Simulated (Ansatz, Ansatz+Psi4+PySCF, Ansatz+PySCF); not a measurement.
| atom | x (Å) | y (Å) | z (Å) |
| --- | --- | --- | --- |
| N | -0.0030 | -0.0060 | 0.0000 |
| N | 1.1752 | -0.0060 | 0.0000 |
| H | 1.6509 | 0.9486 | 0.0000 |

Basis set: cc-pVTZ (spherical functions). Frozen core: 2 orbitals. Correlation on ROHF uses semicanonical orbitals with singles. Charge 0, multiplicity 2.

Computed with Ansatz (development build ahead of 0.2.0); each method stands on the lowest determinant of its kind that the runs found.

The atomization energy at this shape (free ground-state atoms in the same class of orbitals less the molecule, no zero-point energy) of doublet N2H:

```csv
method,atomization energy
ROHF-CCSD(T),211.51 kcal/mol
UHF-MP2,207.77 kcal/mol
```

Question: What does ROHF-MP2 give?

Answer: 216.18 kcal/mol. Caution for ROHF-MP2, UHF-MP2: forces differ strongly between restricted and unrestricted references. Caution for UHF-MP2: the unrestricted determinant is spin contaminated.
